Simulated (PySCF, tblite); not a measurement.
# C4H6N radical: geometry, infrared bands and EPR parameters

What infrared bands and EPR parameters should C4H6N radical (`[CH2]/N=C\C=C`) show?

Programs: tblite 0.8.0 and PySCF 2.14.0, with density-fitted response routines of our own. Each step states its level of theory. These are calculated values for one molecule in the gas phase, unless marked as measured. Atoms count from 0, in the outputs and in this text.

**1. The molecule as given**

11 atoms, charge 0, multiplicity 2; geometry from: force field or distance geometry start.

Bonds of the start (Å): C0–N1 1.46, N1–C2 1.30, C2–C3 1.47, C3–C4 1.34, C0–H5 1.09, C0–H6 1.09, C2–H7 1.10, C3–H8 1.09, C4–H9 1.09, C4–H10 1.08.

**2. Optimising the geometry with GFN2-xTB**

The job: settings as JSON, then the geometry in Å.

```
{"job": {"kind": "relax", "xc": "GFN2-xTB", "basis": "xTB"}, "charge": 0, "multiplicity": 2}
C      2.201500    -0.085900     0.227800
N      1.347300     1.087600     0.092200
C      0.058300     1.002400    -0.012400
C     -0.576700    -0.324300    -0.026500
C     -1.909400    -0.356400    -0.133200
H      1.793700    -0.793500     0.951300
H      2.480800    -0.545600    -0.718500
H     -0.548300     1.914400    -0.105200
H      0.013400    -1.239700     0.075200
H     -2.379800     0.623800    -0.220500
H     -2.475400    -1.280200    -0.156200
```

On the command line:

```console
OMP_NUM_THREADS=1 python probes_run.py task.json out
```

One launch serves the whole session: the jobs run in the order shown.

**Question.** This job is followed by: GFN2-xTB harmonic vibrations, gas phase; UKS B3LYP, pcH-1 on C H N, non-relativistic, mean-field spin-orbit, GIAO. Predict these results of the whole session: strongest single infrared mode (GFN2-xTB); zero-point energy (GFN2-xTB); g(iso) (B3LYP); ⟨S²⟩; largest a(iso) (averaged by class); potential on the surface of density 0.002 e/bohr³, 1st and 99th percentile.

As calculated:

| quantity | value |
| --- | --- |
| strongest single infrared mode (GFN2-xTB) | 3056 cm⁻¹, 55 km/mol |
| zero-point energy (GFN2-xTB) | 53.8 kcal/mol |
| g(iso) (B3LYP) | 2.00236 |
| ⟨S²⟩ | 0.780 (exact 0.75) |
| largest a(iso) (averaged by class) | 13C on C0, 52.9 MHz |
| potential on the surface of density 0.002 e/bohr³, 1st and 99th percentile | -1.34 V and 0.89 V |

What this shows: Relaxing lowered the energy by 1.426 eV in 65 steps; the close pair that moved most is C0–N1, from 1.458 to 1.275 Å. All 27 modes are real, so the xTB geometry is a minimum. The strongest single mode, at 3056 cm⁻¹, moves mainly H8 and H7. GFN2-xTB is a fitted tight-binding method: band positions and strengths are rough. Its intensities can rank the bands wrongly. The largest spin populations lie on C2 (0.49 e), C4 (0.44 e), C0 (0.38 e). The isotropic g lies 0.0 ppt above the free-electron value. The conformer search found further structures of the same energy, which may be mirror or relabelled copies of this one.
